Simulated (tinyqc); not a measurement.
Worked calculation: MP2 on RHF in the sto-3g basis, frozen core, for HF, spin multiplicity 1. One step of it, computed by the program tinyqc.

Question. Orthogonalisation. S = U s U^T; symmetric (Loewdin) form X = U s^(-1/2) U^T, so that X^T S X = 1.

overlap S:
```
,1F 1s,1F 2s,1F 2px,1F 2py,1F 2pz,2H 1s
1F 1s,1.000000,0.237990,0.000000,0.000000,0.000000,0.025413
1F 2s,0.237990,1.000000,0.000000,0.000000,0.000000,0.285358
1F 2px,0.000000,0.000000,1.000000,0.000000,0.000000,0.000000
1F 2py,0.000000,0.000000,0.000000,1.000000,0.000000,0.000000
1F 2pz,0.000000,0.000000,0.000000,0.000000,1.000000,0.247675
2H 1s,0.025413,0.285358,0.000000,0.000000,0.247675,1.000000
```

Give: eigenvalues of S; X.

Answer.

eigenvalues of S: 0.5859  0.8501  1.0000  1.0000  1.1285  1.4355

X:
```
,1F 1s,1F 2s,1F 2px,1F 2py,1F 2pz,2H 1s
1F 1s,1.0227,-0.1275,0.0000,0.0000,-0.0035,0.0152
1F 2s,-0.1275,1.0581,0.0000,0.0000,0.0304,-0.1605
1F 2px,0.0000,0.0000,1.0000,0.0000,0.0000,0.0000
1F 2py,0.0000,0.0000,0.0000,1.0000,0.0000,0.0000
1F 2pz,-0.0035,0.0304,0.0000,0.0000,1.0258,-0.1364
2H 1s,0.0152,-0.1605,0.0000,0.0000,-0.1364,1.0604
```
